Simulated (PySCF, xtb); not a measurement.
CH₂, SMILES [CH2] (connectivity only; charge and spin as stated), neutral, multiplicity 1.

Harmonic wavenumbers (cm⁻¹) from GFN2-xTB (xtb) at its own minimum, in rising order: 1359, 2857, 2921.

Task: What does B3LYP-D3(BJ)/def2-TZVPD (PySCF) give at its own minimum? (An estimate is asked for; the answer gives what the named calculation found.)

Result: 1404, 2910, 2975. Paired by order, the mean absolute difference is 51 cm⁻¹ and the zero-point energies are 10.2 and 10.4 kcal/mol.
